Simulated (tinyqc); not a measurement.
MP2 on RHF in the sto-3g basis, for CH3-, spin multiplicity 1, step by step (part 1 of 2). The basis has no diffuse functions, so it cannot describe the extra electron: this is an exercise in the method, not the real anion. Computed by tinyqc, a small Python program that keeps every step (integrals from PySCF). Settings: charge = -1, multiplicity = 1, basis = sto-3g, method = RHF, energy threshold = 1e-10, iteration cap = 69, orthogonalisation = canonical, start = atomic densities, DIIS depth = 6. Command: `OMP_NUM_THREADS=1 python tinyqc.py 23965 23966 out.jsonl` (the two numbers bound the seeds that draw the settings). One thread of a shared host (Intel(R) Xeon(R) Processor @ 2.60GHz), about 0.1 s of CPU time with the checks. The early iterations of the SCF are left out here.

## One-electron integrals

Geometry (angstrom):
```
atom        x        y       z
C      0.0000   0.0000  0.0330
H      1.0210   0.0000  0.0000
H     -0.5100   0.8840  0.0000
H     -0.5100  -0.8840  0.0000
```

Basis sto-3g: exponents (1/bohr^2) and contraction coefficients of normalised primitives:
```
element  l (shell)  exponent  coefficient
C            s (1)   71.6168       0.1543
C            s (1)   13.0451       0.5353
C            s (1)    3.5305       0.4446
C            s (2)    2.9412      -0.1000
C            s (2)    0.6835       0.3995
C            s (2)    0.2223       0.7001
C            p (3)    2.9412       0.1559
C            p (3)    0.6835       0.6077
C            p (3)    0.2223       0.3920
H            s (1)    3.4253       0.1543
H            s (1)    0.6239       0.5353
H            s (1)    0.1689       0.4446
```

Overlap, kinetic and nuclear-attraction integrals over the contracted functions; the nuclear repulsion is the sum of Za Zb / Rab.

nuclear repulsion = 10.225008 hartree

overlap S, order 1C 1s, 1C 2s, 1C 2px, 1C 2py, 1C 2pz, 2H 1s, 3H 1s, 4H 1s:
```
[[1.0000, 0.2484, 0.0000, 0.0000, 0.0000, 0.0731, 0.0731, 0.0731],
 [0.2484, 1.0000, 0.0000, 0.0000, 0.0000, 0.5308, 0.5310, 0.5310],
 [0.0000, 0.0000, 1.0000, 0.0000, 0.0000, 0.4893, -0.2446, -0.2446],
 [0.0000, 0.0000, 0.0000, 1.0000, 0.0000, 0.0000, 0.4240, -0.4240],
 [0.0000, 0.0000, 0.0000, 0.0000, 1.0000, -0.0158, -0.0158, -0.0158],
 [0.0731, 0.5308, 0.4893, 0.0000, -0.0158, 1.0000, 0.1725, 0.1725],
 [0.0731, 0.5310, -0.2446, 0.4240, -0.0158, 0.1725, 1.0000, 0.1724],
 [0.0731, 0.5310, -0.2446, -0.4240, -0.0158, 0.1725, 0.1724, 1.0000]]
```

kinetic energy T (hartree), order 1C 1s, 1C 2s, 1C 2px, 1C 2py, 1C 2pz, 2H 1s, 3H 1s, 4H 1s:
```
[[15.8911, -0.0859, 0.0000, 0.0000, 0.0000, -0.0071, -0.0070, -0.0070],
 [-0.0859, 0.4722, 0.0000, 0.0000, 0.0000, 0.1306, 0.1308, 0.1308],
 [0.0000, 0.0000, 1.4777, 0.0000, 0.0000, 0.3047, -0.1524, -0.1524],
 [0.0000, 0.0000, 0.0000, 1.4777, 0.0000, 0.0000, 0.2642, -0.2642],
 [0.0000, 0.0000, 0.0000, 0.0000, 1.4777, -0.0098, -0.0099, -0.0099],
 [-0.0071, 0.1306, 0.3047, 0.0000, -0.0098, 0.7600, -0.0052, -0.0052],
 [-0.0070, 0.1308, -0.1524, 0.2642, -0.0099, -0.0052, 0.7600, -0.0052],
 [-0.0070, 0.1308, -0.1524, -0.2642, -0.0099, -0.0052, -0.0052, 0.7600]]
```

nuclear attraction V (hartree), order 1C 1s, 1C 2s, 1C 2px, 1C 2py, 1C 2pz, 2H 1s, 3H 1s, 4H 1s:
```
[[-35.2072, -4.5783, 0.0000, 0.0000, 0.0019, -1.3761, -1.3775, -1.3775],
 [-4.5783, -6.6850, 0.0000, 0.0000, 0.0184, -3.0756, -3.0775, -3.0775],
 [0.0000, 0.0000, -6.7148, 0.0000, 0.0000, -2.6354, 1.3175, 1.3175],
 [0.0000, 0.0000, 0.0000, -6.7150, 0.0000, 0.0000, -2.2837, 2.2837],
 [0.0019, 0.0184, 0.0000, 0.0000, -6.5009, 0.0900, 0.0901, 0.0901],
 [-1.3761, -3.0756, -2.6354, 0.0000, 0.0900, -4.8449, -0.9274, -0.9274],
 [-1.3775, -3.0775, 1.3175, -2.2837, 0.0901, -0.9274, -4.8460, -0.9275],
 [-1.3775, -3.0775, 1.3175, 2.2837, 0.0901, -0.9274, -0.9275, -4.8460]]
```

core Hamiltonian H = T + V (hartree), order 1C 1s, 1C 2s, 1C 2px, 1C 2py, 1C 2pz, 2H 1s, 3H 1s, 4H 1s:
```
[[-19.3161, -4.6642, 0.0000, 0.0000, 0.0019, -1.3832, -1.3846, -1.3846],
 [-4.6642, -6.2127, 0.0000, 0.0000, 0.0184, -2.9450, -2.9467, -2.9467],
 [0.0000, 0.0000, -5.2371, 0.0000, 0.0000, -2.3307, 1.1651, 1.1651],
 [0.0000, 0.0000, 0.0000, -5.2373, 0.0000, 0.0000, -2.0196, 2.0196],
 [0.0019, 0.0184, 0.0000, 0.0000, -5.0232, 0.0802, 0.0803, 0.0803],
 [-1.3832, -2.9450, -2.3307, 0.0000, 0.0802, -4.0849, -0.9326, -0.9326],
 [-1.3846, -2.9467, 1.1651, -2.0196, 0.0803, -0.9326, -4.0860, -0.9326],
 [-1.3846, -2.9467, 1.1651, 2.0196, 0.0803, -0.9326, -0.9326, -4.0860]]
```

## Two-electron integrals

Functions are numbered as in S; the eight-fold symmetry (ij|kl) = (ji|kl) = (kl|ij) leaves the list below.

Two-electron integrals (ij|kl) in chemists' order, unique and non-zero (hartree):
```
(11|11) 3.5419      (21|11) 0.5769      (21|21) 0.1119      (22|11) 0.8547
(22|21) 0.2053      (22|22) 0.6247      (31|31) 0.0203      (32|31) 0.0309
(32|32) 0.1380      (33|11) 0.8524      (33|21) 0.2053      (33|22) 0.6246
(33|33) 0.6728      (41|41) 0.0203      (42|41) 0.0309      (42|42) 0.1380
(43|43) 0.0363      (44|11) 0.8524      (44|21) 0.2053      (44|22) 0.6246
(44|33) 0.6003      (44|44) 0.6728      (51|51) 0.0203      (52|51) 0.0309
(52|52) 0.1380      (53|53) 0.0363      (54|54) 0.0363      (55|11) 0.8524
(55|21) 0.2053      (55|22) 0.6246      (55|33) 0.6003      (55|44) 0.6003
(55|55) 0.6728      (61|11) 0.1716      (61|21) 0.0330      (61|22) 0.0603
(61|31) 0.0020      (61|32) 0.0037      (61|33) 0.0608      (61|44) 0.0601
(61|51) -6.58e-05   (61|52) -1.21e-04   (61|53) -2.04e-05   (61|55) 0.0601
(61|61) 0.0100      (62|11) 0.3693      (62|21) 0.0897      (62|22) 0.2954
(62|31) 0.0085      (62|32) 0.0558      (62|33) 0.3085      (62|44) 0.2888
(62|51) -2.75e-04   (62|52) -0.0018     (62|53) -0.0006     (62|55) 0.2888
(62|61) 0.0275      (62|62) 0.1758      (63|11) 0.2985      (63|21) 0.0735
(63|22) 0.2567      (63|31) 0.0158      (63|32) 0.0946      (63|33) 0.2825
(63|44) 0.2437      (63|51) -1.98e-04   (63|52) -0.0015     (63|53) -0.0009
(63|55) 0.2437      (63|61) 0.0237      (63|62) 0.1818      (63|63) 0.2077
(64|41) 0.0096      (64|42) 0.0491      (64|43) 0.0113      (64|54) -3.64e-04
(64|64) 0.0231      (65|11) -0.0096     (65|21) -0.0024     (65|22) -0.0083
(65|31) -1.98e-04   (65|32) -0.0015     (65|33) -0.0084     (65|44) -0.0079
(65|51) 0.0096      (65|52) 0.0492      (65|53) 0.0113      (65|55) -0.0086
(65|61) -0.0008     (65|62) -0.0059     (65|63) -0.0060     (65|65) 0.0233
(66|11) 0.5024      (66|21) 0.1241      (66|22) 0.4604      (66|31) 0.0159
(66|32) 0.1358      (66|33) 0.5088      (66|44) 0.4359      (66|51) -0.0005
(66|52) -0.0044     (66|53) -0.0024     (66|55) 0.4359      (66|61) 0.0388
(66|62) 0.3336      (66|63) 0.3829      (66|65) -0.0124     (66|66) 0.7746
(71|11) 0.1718      (71|21) 0.0331      (71|22) 0.0604      (71|31) -0.0010
(71|32) -0.0019     (71|33) 0.0604      (71|41) 0.0018      (71|42) 0.0032
(71|43) -2.74e-04   (71|44) 0.0607      (71|51) -6.59e-05   (71|52) -1.21e-04
(71|53) 1.02e-05    (71|54) -1.77e-05   (71|55) 0.0602      (71|61) 0.0097
(71|62) 0.0258      (71|63) 0.0206      (71|64) 0.0010      (71|65) -0.0007
(71|66) 0.0355      (71|71) 0.0100      (72|11) 0.3696      (72|21) 0.0897
(72|22) 0.2956      (72|31) -0.0043     (72|32) -0.0279     (72|33) 0.2939
(72|41) 0.0074      (72|42) 0.0484      (72|43) -0.0085     (72|44) 0.3037
(72|51) -2.75e-04   (72|52) -0.0018     (72|53) 3.18e-04    (72|54) -0.0006
(72|55) 0.2890      (72|61) 0.0258      (72|62) 0.1301      (72|63) 0.1043
(72|64) 0.0153      (72|65) -0.0042     (72|66) 0.1966      (72|71) 0.0276
(72|72) 0.1759      (73|11) -0.1492     (73|21) -0.0367     (73|22) -0.1283
(73|31) 0.0112      (73|32) 0.0605      (73|33) -0.1351     (73|41) -0.0027
(73|42) -0.0197     (73|43) 0.0133      (73|44) -0.1279     (73|51) 9.92e-05
(73|52) 0.0007      (73|53) -4.96e-04   (73|54) 2.28e-04    (73|55) -0.1218
(73|61) -0.0095     (73|62) -0.0388     (73|63) -0.0161     (73|64) -0.0034
(73|65) 0.0012      (73|66) -0.0449     (73|71) -0.0119     (73|72) -0.0909
(73|73) 0.0692      (74|11) 0.2586      (74|21) 0.0637      (74|22) 0.2225
(74|31) -0.0027     (74|32) -0.0197     (74|33) 0.2147      (74|41) 0.0142
(74|42) 0.0833      (74|43) -0.0117     (74|44) 0.2413      (74|51) -1.72e-04
(74|52) -0.0013     (74|53) 2.28e-04    (74|54) -0.0008     (74|55) 0.2112
(74|61) 0.0183      (74|62) 0.0980      (74|63) 0.0779      (74|64) 0.0268
(74|65) -0.0031     (74|66) 0.1479      (74|71) 0.0206      (74|72) 0.1576
(74|73) -0.0800     (74|74) 0.1617      (75|11) -0.0097     (75|21) -0.0024
(75|22) -0.0083     (75|31) 9.92e-05    (75|32) 0.0007      (75|33) -0.0080
(75|41) -1.72e-04   (75|42) -0.0013     (75|43) 2.28e-04    (75|44) -0.0083
(75|51) 0.0096      (75|52) 0.0492      (75|53) -0.0056     (75|54) 0.0098
(75|55) -0.0086     (75|61) -0.0007     (75|62) -0.0042     (75|63) -0.0033
(75|64) -4.89e-04   (75|65) 0.0162      (75|66) -0.0068     (75|71) -0.0008
(75|72) -0.0059     (75|73) 0.0030      (75|74) -0.0052     (75|75) 0.0233
(76|11) 0.1101      (76|21) 0.0268      (76|22) 0.0906      (76|31) 0.0011
(76|32) 0.0073      (76|33) 0.0914      (76|41) 0.0018      (76|42) 0.0127
(76|43) 4.36e-04    (76|44) 0.0919      (76|51) -1.38e-04   (76|52) -0.0009
(76|53) -1.23e-04   (76|54) -2.13e-04   (76|55) 0.0883      (76|61) 0.0080
(76|62) 0.0485      (76|63) 0.0463      (76|64) 0.0051      (76|65) -0.0018
(76|66) 0.0859      (76|71) 0.0080      (76|72) 0.0485      (76|73) -0.0187
(76|74) 0.0426      (76|75) -0.0018     (76|76) 0.0160      (77|11) 0.5026
(77|21) 0.1241      (77|22) 0.4605      (77|31) -0.0080     (77|32) -0.0679
(77|33) 0.4542      (77|41) 0.0138      (77|42) 0.1177      (77|43) -0.0316
(77|44) 0.4907      (77|51) -0.0005     (77|52) -0.0044     (77|53) 0.0012
(77|54) -0.0020     (77|55) 0.4361      (77|61) 0.0355      (77|62) 0.1965
(77|63) 0.1505      (77|64) 0.0350      (77|65) -0.0068     (77|66) 0.2970
(77|71) 0.0388      (77|72) 0.3338      (77|73) -0.1914     (77|74) 0.3318
(77|75) -0.0124     (77|76) 0.0859      (77|77) 0.7746      (81|11) 0.1718
(81|21) 0.0331      (81|22) 0.0604      (81|31) -0.0010     (81|32) -0.0019
(81|33) 0.0604      (81|41) -0.0018     (81|42) -0.0032     (81|43) 2.74e-04
(81|44) 0.0607      (81|51) -6.59e-05   (81|52) -1.21e-04   (81|53) 1.02e-05
(81|54) 1.77e-05    (81|55) 0.0602      (81|61) 0.0097      (81|62) 0.0258
(81|63) 0.0206      (81|64) -0.0010     (81|65) -0.0007     (81|66) 0.0355
(81|71) 0.0097      (81|72) 0.0259      (81|73) -0.0111     (81|74) 0.0174
(81|75) -0.0007     (81|76) 0.0076      (81|77) 0.0355      (81|81) 0.0100
(82|11) 0.3696      (82|21) 0.0897      (82|22) 0.2956      (82|31) -0.0043
(82|32) -0.0279     (82|33) 0.2939      (82|41) -0.0074     (82|42) -0.0484
(82|43) 0.0085      (82|44) 0.3037      (82|51) -2.75e-04   (82|52) -0.0018
(82|53) 3.18e-04    (82|54) 0.0006      (82|55) 0.2890      (82|61) 0.0258
(82|62) 0.1301      (82|63) 0.1043      (82|64) -0.0153     (82|65) -0.0042
(82|66) 0.1966      (82|71) 0.0259      (82|72) 0.1302      (82|73) -0.0654
(82|74) 0.0827      (82|75) -0.0042     (82|76) 0.0380      (82|77) 0.1966
(82|81) 0.0276      (82|82) 0.1759      (83|11) -0.1492     (83|21) -0.0367
(83|22) -0.1283     (83|31) 0.0112      (83|32) 0.0605      (83|33) -0.1351
(83|41) 0.0027      (83|42) 0.0197      (83|43) -0.0133     (83|44) -0.1279
(83|51) 9.92e-05    (83|52) 0.0007      (83|53) -4.96e-04   (83|54) -2.28e-04
(83|55) -0.1218     (83|61) -0.0095     (83|62) -0.0388     (83|63) -0.0161
(83|64) 0.0034      (83|65) 0.0012      (83|66) -0.0449     (83|71) -0.0111
(83|72) -0.0654     (83|73) 0.0483      (83|74) -0.0406     (83|75) 0.0021
(83|76) -0.0144     (83|77) -0.1055     (83|81) -0.0119     (83|82) -0.0909
(83|83) 0.0692      (84|11) -0.2586     (84|21) -0.0637     (84|22) -0.2225
(84|31) 0.0027      (84|32) 0.0197      (84|33) -0.2147     (84|41) 0.0142
(84|42) 0.0833      (84|43) -0.0117     (84|44) -0.2413     (84|51) 1.72e-04
(84|52) 0.0013      (84|53) -2.28e-04   (84|54) -0.0008     (84|55) -0.2112
(84|61) -0.0183     (84|62) -0.0980     (84|63) -0.0779     (84|64) 0.0268
(84|65) 0.0031      (84|66) -0.1479     (84|71) -0.0174     (84|72) -0.0827
(84|73) 0.0406      (84|74) -0.0376     (84|75) 0.0026      (84|76) -0.0250
(84|77) -0.1129     (84|81) -0.0206     (84|82) -0.1576     (84|83) 0.0800
(84|84) 0.1617      (85|11) -0.0097     (85|21) -0.0024     (85|22) -0.0083
(85|31) 9.92e-05    (85|32) 0.0007      (85|33) -0.0080     (85|41) 1.72e-04
(85|42) 0.0013      (85|43) -2.28e-04   (85|44) -0.0083     (85|51) 0.0096
(85|52) 0.0492      (85|53) -0.0056     (85|54) -0.0098     (85|55) -0.0086
(85|61) -0.0007     (85|62) -0.0042     (85|63) -0.0033     (85|64) 4.89e-04
(85|65) 0.0162      (85|66) -0.0068     (85|71) -0.0007     (85|72) -0.0042
(85|73) 0.0021      (85|74) -0.0026     (85|75) 0.0162      (85|76) -0.0014
(85|77) -0.0068     (85|81) -0.0008     (85|82) -0.0059     (85|83) 0.0030
(85|84) 0.0052      (85|85) 0.0233      (86|11) 0.1101      (86|21) 0.0268
(86|22) 0.0906      (86|31) 0.0011      (86|32) 0.0073      (86|33) 0.0914
(86|41) -0.0018     (86|42) -0.0127     (86|43) -4.36e-04   (86|44) 0.0919
(86|51) -1.38e-04   (86|52) -0.0009     (86|53) -1.23e-04   (86|54) 2.13e-04
(86|55) 0.0883      (86|61) 0.0080      (86|62) 0.0485      (86|63) 0.0463
(86|64) -0.0051     (86|65) -0.0018     (86|66) 0.0859      (86|71) 0.0076
(86|72) 0.0380      (86|73) -0.0144     (86|74) 0.0250      (86|75) -0.0014
(86|76) 0.0130      (86|77) 0.0564      (86|81) 0.0080      (86|82) 0.0485
(86|83) -0.0187     (86|84) -0.0426     (86|85) -0.0018     (86|86) 0.0160
(87|11) 0.1101      (87|21) 0.0268      (87|22) 0.0906      (87|31) -0.0021
(87|32) -0.0146     (87|33) 0.0921      (87|44) 0.0911      (87|51) -1.38e-04
(87|52) -0.0009     (87|53) 2.46e-04    (87|55) 0.0883      (87|61) 0.0076
(87|62) 0.0380      (87|63) 0.0289      (87|65) -0.0014     (87|66) 0.0563
(87|71) 0.0080      (87|72) 0.0485      (87|73) -0.0276     (87|74) 0.0375
(87|75) -0.0018     (87|76) 0.0130      (87|77) 0.0859      (87|81) 0.0080
(87|82) 0.0485      (87|83) -0.0276     (87|84) -0.0375     (87|85) -0.0018
(87|86) 0.0130      (87|87) 0.0160      (88|11) 0.5026      (88|21) 0.1241
(88|22) 0.4605      (88|31) -0.0080     (88|32) -0.0679     (88|33) 0.4542
(88|41) -0.0138     (88|42) -0.1177     (88|43) 0.0316      (88|44) 0.4907
(88|51) -0.0005     (88|52) -0.0044     (88|53) 0.0012      (88|54) 0.0020
(88|55) 0.4361      (88|61) 0.0355      (88|62) 0.1965      (88|63) 0.1505
(88|64) -0.0350     (88|65) -0.0068     (88|66) 0.2970      (88|71) 0.0355
(88|72) 0.1966      (88|73) -0.1055     (88|74) 0.1129      (88|75) -0.0068
(88|76) 0.0564      (88|77) 0.2970      (88|81) 0.0388      (88|82) 0.3338
(88|83) -0.1914     (88|84) -0.3318     (88|85) -0.0124     (88|86) 0.0859
(88|87) 0.0859      (88|88) 0.7746
```

## Orthogonalisation

S = U s U^T; canonical form X = U s^(-1/2), so that X^T S X = 1. Each column of U has its largest component positive (the first on a tie).

eigenvalues of S: [0.2201, 0.3080, 0.3084, 0.9585, 1.0012, 1.5192, 1.5195, 2.1651]

X, order 1C 1s, 1C 2s, 1C 2px, 1C 2py, 1C 2pz, 2H 1s, 3H 1s, 4H 1s:
```
[[-0.3116, 0.0000, -0.0004, 0.9719, 0.1636, 0.0000, 0.0000, 0.1466],
 [1.6486, 0.0000, 0.0013, -0.0292, 0.0233, 0.0000, 0.0000, 0.4301],
 [-0.0013, 0.0000, 1.1792, 0.0001, 0.0000, 0.6132, 0.0000, 0.0000],
 [0.0000, 1.1799, 0.0000, 0.0000, 0.0000, 0.0000, 0.6131, 0.0000],
 [-0.0462, 0.0000, 0.0000, -0.1724, 0.9846, 0.0000, 0.0000, -0.0119],
 [-0.7571, 0.0000, -1.1120, -0.1507, -0.0255, 0.4338, 0.0000, 0.2917],
 [-0.7594, -0.9628, 0.5549, -0.1508, -0.0255, -0.2168, 0.3756, 0.2917],
 [-0.7594, 0.9628, 0.5549, -0.1508, -0.0255, -0.2168, -0.3756, 0.2917]]
```

## Iteration 7 (converged): orbitals

converged F (hartree), order 1C 1s, 1C 2s, 1C 2px, 1C 2py, 1C 2pz, 2H 1s, 3H 1s, 4H 1s:
```
[[-10.3458, -2.8183, 0.0000, 0.0000, 0.0028, -0.8425, -0.8433, -0.8433],
 [-2.8183, -1.0147, 0.0001, 0.0000, 0.0094, -0.5550, -0.5554, -0.5554],
 [0.0000, 0.0001, 0.2131, 0.0000, 0.0000, -0.2293, 0.1146, 0.1146],
 [0.0000, 0.0000, 0.0000, 0.2128, 0.0000, 0.0000, -0.1986, 0.1986],
 [0.0028, 0.0094, 0.0000, 0.0000, 0.2277, 0.0110, 0.0110, 0.0110],
 [-0.8425, -0.5550, -0.2293, 0.0000, 0.0110, -0.1529, -0.2052, -0.2052],
 [-0.8433, -0.5554, 0.1146, -0.1986, 0.0110, -0.2052, -0.1533, -0.2052],
 [-0.8433, -0.5554, 0.1146, 0.1986, 0.0110, -0.2052, -0.2052, -0.1533]]
```

Diagonalise F' = X^T F X, C = X C', fill 5 alpha and 5 beta electrons from the bottom; D = 2 C_occ C_occ^T. Each column has its largest component positive (the first on a tie).

F' = X^T F X (hartree):
```
[[1.1324, 0.0000, -0.0003, 0.5746, 0.0887, -0.0002, 0.0000, 0.0771],
 [0.0000, 1.2950, 0.0000, 0.0000, 0.0000, 0.0000, 0.1748, 0.0000],
 [-0.0003, 0.0000, 1.2942, 0.0011, 0.0002, 0.1749, 0.0000, 0.0002],
 [0.5746, 0.0000, 0.0011, -8.9167, -1.6122, 0.0007, 0.0000, -3.0936],
 [0.0887, 0.0000, 0.0002, -1.6122, -0.0564, 0.0001, 0.0000, -0.5466],
 [-0.0002, 0.0000, 0.1749, 0.0007, 0.0001, -0.0881, 0.0000, 0.0003],
 [0.0000, 0.1748, 0.0000, 0.0000, 0.0000, 0.0000, -0.0883, 0.0000],
 [0.0771, 0.0000, 0.0002, -3.0936, -0.5466, 0.0003, 0.0000, -1.5438]]
```

orbital energies (hartree): [-10.3534, -0.4295, -0.1101, -0.1099, 0.2277, 1.1707, 1.3160, 1.3167]

coefficients C, order 1C 1s, 1C 2s, 1C 2px, 1C 2py, 1C 2pz, 2H 1s, 3H 1s, 4H 1s:
```
[[0.9917, -0.2130, 0.0000, 0.0000, -0.0102, -0.2467, 0.0002, 0.0000],
 [0.0390, 0.5397, 0.0000, 0.0001, 0.0474, 1.6153, -0.0018, 0.0000],
 [0.0000, -0.0001, 0.0000, 0.4627, 0.0000, 0.0011, 1.2460, 0.0000],
 [0.0000, 0.0000, 0.4627, 0.0000, 0.0000, 0.0000, 0.0000, 1.2465],
 [-0.0006, -0.0120, 0.0000, 0.0000, 0.9990, -0.0583, 0.0001, 0.0000],
 [-0.0080, 0.2664, 0.0000, 0.5679, -0.0100, -0.7834, -1.0484, 0.0000],
 [-0.0080, 0.2666, 0.4916, -0.2838, -0.0100, -0.7825, 0.5253, -0.9091],
 [-0.0080, 0.2666, -0.4916, -0.2838, -0.0100, -0.7825, 0.5253, 0.9091]]
```

D after iteration 7, order 1C 1s, 1C 2s, 1C 2px, 1C 2py, 1C 2pz, 2H 1s, 3H 1s, 4H 1s:
```
[[2.0580, -0.1536, 0.0000, 0.0000, -0.0165, -0.1292, -0.1293, -0.1293],
 [-0.1536, 0.5900, 0.0000, 0.0000, 0.0817, 0.2861, 0.2862, 0.2862],
 [0.0000, 0.0000, 0.4283, 0.0000, 0.0000, 0.5255, -0.2627, -0.2627],
 [0.0000, 0.0000, 0.0000, 0.4283, 0.0000, 0.0000, 0.4550, -0.4550],
 [-0.0165, 0.0817, 0.0000, 0.0000, 1.9963, -0.0263, -0.0263, -0.0263],
 [-0.1292, 0.2861, 0.5255, 0.0000, -0.0263, 0.7873, -0.1799, -0.1799],
 [-0.1293, 0.2862, -0.2627, 0.4550, -0.0263, -0.1799, 0.7870, -0.1798],
 [-0.1293, 0.2862, -0.2627, -0.4550, -0.0263, -0.1799, -0.1798, 0.7870]]
```

## Convergence

Stop when the energy changes by less than 1e-10 hartree and every element of the error matrix X^T (F D S - S D F) X is below 3e-06.

Course of the cycle:
```
iteration  E (hartree)     change  largest element of the error matrix
1           -41.834463          -                             2.01e+00
2           -38.787323   3.05e+00                             9.40e-02
3           -38.791531  -4.21e-03                             2.06e-02
4           -38.791847  -3.17e-04                             1.13e-03
5           -38.791849  -1.19e-06                             1.68e-04
6           -38.791849  -2.20e-08                             9.95e-07
7           -38.791849  -7.46e-13                             3.30e-08
```

PySCF RHF in the same basis = -38.791849 hartree

Converged in 7 iterations.
